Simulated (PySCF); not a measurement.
# C3H6F2: geometry, NMR shifts, spin-spin couplings, electronic excitations and core binding energies

Wanted: the NMR shifts, spin-spin couplings, electronic excitations and core binding energies of C3H6F2 (`C[C@H](F)CF`), by calculation.

Computed with PySCF 2.14.0, with density-fitted response routines of our own, on a single molecule in the gas phase. Atoms are numbered from 0 throughout.

### 1 The molecule as given

11 atoms, charge 0, multiplicity 1; geometry from: MMFF94s. The atoms were then displaced at random by about 0.03 Å, so the start is not that level's minimum.

Bonds of the start (Å): C0–C1 1.56, C1–F2 1.38, C1–C3 1.44, C3–F4 1.47, C0–H5 1.18, C0–H6 1.10, C0–H7 1.04, C1–H8 1.11, C3–H9 1.07, C3–H10 1.12.

### 2 Geometry optimisation at PBE0-D3(BJ)/def2-SVP

What the job is given:

```
{"job": {"xc": "PBE0", "basis": "def2-SVP", "d3": "d3bj", "grid": 1, "shake": 0.03, "kind": "geom"}, "charge": 0, "multiplicity": 1}
C      1.349280     0.123850     0.078820
C     -0.020540    -0.579860    -0.149350
F     -0.095540    -0.983740    -1.470030
C     -1.126100     0.300330     0.117990
F     -2.346920    -0.512440     0.089110
H      1.324290     1.084100    -0.605230
H      1.415030     0.536390     1.101620
H      2.192680    -0.418330    -0.190270
H     -0.030660    -1.449620     0.537860
H     -1.364800     1.047800    -0.615260
H     -1.198660     0.766030     1.135640
```

Command:

```sh
> OMP_NUM_THREADS=1 python probes_run.py task.json out
```

One launch serves the whole session: the jobs run in the order shown.

**Question.** This job is followed by: GIAO PBE0/pcSseg-1 NMR shielding, non-relativistic, gas phase; B3LYP/pcJ-1 indirect spin-spin coupling, non-relativistic, gas phase; TDDFT CAM-B3LYP/def2-SVPD, vertical, gas phase, core orbitals frozen in the response; GIAO wB97X-D/pcSseg-2 NMR shielding, non-relativistic, gas phase; delta-SCF UKS SCAN, pcX-2 on the ionised atom, pcseg-1 elsewhere, spin-free X2C. What will the session give for the following? point group; rotational constants (main isotopes); 13C shifts against TMS (PBE0/pcSseg-1); 1H shifts against TMS (PBE0/pcSseg-1, means over atoms taken as alike); 19F shifts against CFCl3 (PBE0/pcSseg-1); largest coupling of the table (B3LYP/pcJ-1); lowest singlet (CAM-B3LYP/def2-SVPD); brightest single state of those computed; lowest triplet; vertical ionisation energy (ΔSCF); C1s binding energies, SCAN/pcX-2; F1s binding energies, SCAN/pcX-2; range of the shift of F2.

As calculated:

| quantity | value |
| --- | --- |
| point group | C1 |
| rotational constants (main isotopes) | 8.57, 3.53, 2.73 GHz |
| 13C shifts against TMS (PBE0/pcSseg-1) | 88.9, 87.6, 16.8 ppm |
| 1H shifts against TMS (PBE0/pcSseg-1, means over atoms taken as alike) | 4.74, 4.41, 4.12, 1.12 ppm |
| 19F shifts against CFCl3 (PBE0/pcSseg-1) | -202.8, -241.0 ppm |
| largest coupling of the table (B3LYP/pcJ-1) | 1J(C,F) C3–F4, -244.8 Hz |
| lowest singlet (CAM-B3LYP/def2-SVPD) | 9.09 eV (136 nm), f = 0.010 |
| brightest single state of those computed | state 8, 10.42 eV, f = 0.095 |
| lowest triplet | 8.84 eV |
| vertical ionisation energy (ΔSCF) | 11.95 eV |
| C1s binding energies, SCAN/pcX-2 | C3 293.42, C1 293.38, C0 291.37 eV |
| F1s binding energies, SCAN/pcX-2 | F4 692.71, F2 692.42 eV |
| range of the shift of F2 | -202.8 to -196.6 ppm |

In words: At PBE0/pcSseg-1: The widest tensor belongs to C3: span 80 ppm, with a paramagnetic part of -148 ppm. Couplings across rotatable bonds belong to this one conformer; where others are populated, the observed values are averages. Density functionals describe couplings to fluorine poorly, F–F couplings above all, so those rows are rough. The first singlet state (HOMO→LUMO 0.86) lies at 9.09 eV and is weak; of the 10 states computed, the strongest absorption comes from state 8 at 10.42 eV. The lowest triplet lies 0.24 eV below the lowest singlet (triplets in Tamm-Dancoff, singlets in full TDDFT). The orbital energy would give 10.88 eV for ionisation, ΔSCF gives 11.95 eV. The C1s levels kept as sound span 2.05 eV, from C0 (methyl carbon) up to C3 (sp3 CH2 bonded to F). The F1s levels kept as sound span 0.29 eV, from F2 (fluorine on an sp3 carbon) up to F4 (fluorine on an sp3 carbon).
